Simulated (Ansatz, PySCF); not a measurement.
Reaction (SMILES): CC#N [acetonitrile] → CC#N as doublet, charge +1 + e-
Each molecule is optimised on its own at B3LYP-D3(BJ)/def2-TZVP (Ansatz, a program for electronic structure). A spin state is the lowest found, not a proven ground state.
Geometry of the first species:
```
C
H 1 1.0902
H 1 1.0902 2 108.78
H 1 1.0902 2 108.78 3 118.36
C 1 1.4544 2 110.15 3 -120.82
N 5 1.1493 3 150.78 1 180.00
```

Property: adiabatic ionisation energy (0 K, with B3LYP-D3(BJ) harmonic zero-point energies from PySCF), in eV. Correlated levels leave the core frozen unless marked. UHF or UKS for open shells. Spin-orbit coupling is left out. No relativistic terms. CBS(X,Y): correlation extrapolated as X^-3; Hartree-Fock from the larger set. The bracket is a focal-point correction in the basis named.

| level | program | adiabatic ionisation energy (eV) | minus last row |
|---|---|---|---|
| HF/def2-TZVPD | PySCF | 10.73 | -1.48 |
| PBE0-D4/def2-TZVPD | Ansatz + dftd4 | 11.78 | -0.43 |
| r2SCANh/def2-TZVPD | Ansatz | 11.70 | -0.51 |
| M06-2X/def2-TZVPD | PySCF | 12.03 | -0.18 |
| PBE-QIDH/def2-TZVPD | Ansatz | 12.09 | -0.12 |
| MP2/cc-pVTZ | Ansatz | 12.44 | 0.23 |
| RI-MP2/aug-cc-pVTZ | Ansatz | 12.50 | 0.29 |
| CCSD/6-31G* | Ansatz | 11.65 | -0.56 |
| CCSD(T) with core electrons/cc-pwCVTZ | Ansatz | 12.07 | -0.14 |
| RI-MP2/CBS(cc-pVTZ,cc-pVQZ)+[CCSD(T)-MP2]/cc-pVTZ | Ansatz | 12.21 | 0.00 |
